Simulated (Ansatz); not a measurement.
This geometry of CH$_{4}$AlS (7 atoms, charge 1, multiplicity 1) is a first-order saddle point.

Theory: RKS PBE0-D4/6-31G* in Ansatz 0.2.0.

```xyz
7
Properties=species:S:1:pos:R:3
C -1.267 -0.650 -0.644
S -0.159 0.422 -1.146
Al 1.377 0.716 0.679
H -2.064 -0.923 -1.335
H -1.282 -1.123 0.337
H 0.860 1.889 1.580
H 2.534 -0.331 0.529
```

Q: Which two structures does it join? (They come from a converged band through this point; their orientation in space is the band's.)

A: No bond is made or broken. The dihedral C1–S2–Al3–H7 goes from -180 to 0°. The two ends are copies of one structure, up to a mirror image or an exchange of like atoms.

Initial state:

```xyz
7
Properties=species:S:1:pos:R:3
C -1.391 0.131 -0.570
S -0.033 -0.516 -1.190
Al 1.524 -0.159 0.589
H -2.301 0.115 -1.172
H -1.446 0.583 0.421
H 0.715 0.564 1.725
H 2.932 -0.718 0.198
```

Final state:

```xyz
7
Properties=species:S:1:pos:R:3
C -0.460 -0.474 -1.358
S -1.255 0.279 -0.155
Al 0.466 0.528 1.483
H -1.005 -0.727 -2.268
H 0.596 -0.744 -1.306
H -0.098 1.245 2.754
H 1.756 -0.108 0.851
```

Q: How far does it lie above each of them?

A: 12.2 kJ/mol above the first and 12.2 kJ/mol above the second. This is the barrier of this one path; another mechanism may lie lower. Limits of this set-up: the dipole of an ion depends on the origin.

Time of the run: 91 s on 1 thread of Intel(R) Xeon(R) Platinum 8559C (Emerald Rapids), on a shared host, peak memory 0.13 GiB.
